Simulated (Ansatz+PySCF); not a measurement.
**doublet C₂H₅: levels of theory in one basis**

```xyz
7

C     0.7940    0.0000   -0.0190
C    -0.6935    0.0001   -0.0017
H     1.3517   -0.9265    0.0418
H     1.3521    0.9262    0.0418
H    -1.1070    0.8902   -0.4857
H    -1.1074   -0.8821   -0.4999
H    -1.0924   -0.0084    1.0263
```

Basis set: cc-pVTZ (spherical functions). Correlated methods keep 2 orbitals frozen. Correlation on ROHF uses semicanonical orbitals with singles. Charge 0, multiplicity 2.

Computed with Ansatz (development build ahead of 0.2.0); each method stands on the lowest determinant of its kind that the runs found.

```
      method  E − E(ROHF) (eV)  <S²> of the determinant
        ROHF              0.00                     0.75
         UHF             -0.13                     0.76
    ROHF-MP2             -9.15                        –
     UHF-MP2             -9.13                     0.76
ROHF-CCSD(T)            -10.33                        –
```

Question: What does UHF-CCSD give on the same scale?

Answer: -10.00 eV.

Question: Is a single determinant a sound starting point here?

Answer: By this sign, yes. Unrestricted orbitals gain 0.13 eV and <S²> is 0.76 against 0.75 for a pure state.
